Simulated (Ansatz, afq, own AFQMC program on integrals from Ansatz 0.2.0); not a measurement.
# The Ge2–S1 bond of GeH2SCl2, singlet, worked out

```tsv
atom	x (Å)	y (Å)	z (Å)
S	0.0971	1.3374	-1.1944
Ge	0.2154	-0.2723	0.3068
Cl	2.1506	-1.1557	0.0434
Cl	-1.2885	-1.7670	-0.0639
H	-1.1939	1.6155	-0.9002
H	0.0612	0.1783	1.7619
```

The molecule and both fragments are relaxed with PBE0/def2-SVP; the fragments keep their bonds.

Basis def2-TZVP. Noble-gas cores (and the filled d shells of Ga–Kr and In–Xe) are frozen. Ansatz 0.2.0 and our own AFQMC program on the same integrals; the CISD trial comes from CCSD amplitudes, and released means the phaseless constraint is let go. Uncertainties: one standard error, sampling alone. No spin–orbit coupling.

Total energies in eV. CBS is CCSD(T) at the limit of def2-TZVPP/QZVPP (extrapolated itself); the highest rung of each member is named.

Cautions: inner d shell frozen; no relativity below Rb; no spin-orbit coupling; GeH₂SCl₂ (singlet): the released value is read at 0.90 1/Eh with a noise of 23 meV, more than in the cases checked (meV from the phaseless value at times in 1/Eh: -12 ± 13 at 0.21, -19 ± 15 at 0.42, -26 ± 19 at 0.63, -33 ± 23 at 0.90); GeHCl₂ (doublet): the released value is read at 1.50 1/Eh with a noise of 15 meV, more than in the cases checked (meV from the phaseless value at times in 1/Eh: -3 ± 9 at 0.24, -16 ± 10 at 0.51, -10 ± 11 at 0.99, 8 ± 15 at 1.50).

| member | count | CCSD(T)/def2-TZVP | highest rung in def2-TZVP | which | CCSD(T)/CBS |
| --- | --- | --- | --- | --- | --- |
| GeHCl₂, doublet | +1 | -81513.3962 | -81513.4446 ± 0.0149 | released AFQMC | -81517.9522 |
| HS (doublet) | +1 | -10837.6309 | -10837.6591 | CCSDT(Q) | -10838.7805 |
| GeH₂SCl₂, singlet | -1 | -92354.4206 | -92354.5331 ± 0.0229 | released AFQMC | -92360.2628 |

Problem. Work out the best estimate of the bond energy: the CCSD(T)/CBS difference plus the step from CCSD(T) to the highest rung.

Solution. Sums with the counts: CCSD(T)/CBS 3.5301 eV, highest rung 3.4294 eV, CCSD(T)/def2-TZVP 3.3935 eV. The step is 3.4294 − 3.3935 = 0.0359 eV, so the best estimate is 3.5301 + (0.0359) = 3.5660 eV = 344.1 kJ/mol, with sampling noise 0.027 eV. The step is under twice that noise, so its sign is open. The basis set is worth 0.137 eV of it. Zero-point, core-correlation and spin–orbit terms aren't in it. Past Ne the Hartree–Fock part of each CBS total tends to overshoot, since the cores don't follow the formula; that largely cancels in the difference.

Best estimates are given only where the step beyond CCSD(T) is under 0.3 eV and no member's determinant is very poor (T1 over 0.05, or 0.07 for open shells, ⟨S²⟩ too high by 0.3, two states mixed), so the hardest cases are missing from such tables.

CCSDT and higher add their correlation energy to the determinant of the CCSD(T) run, since their own runs factorise the integrals more tightly (a shift of under 2 meV). Each member of a difference takes its own highest rung, so a best estimate needn't equal the limit plus the step of one row. Released energies are given only where the last usable release times agree within the noise; a slower fall can still hide under it.
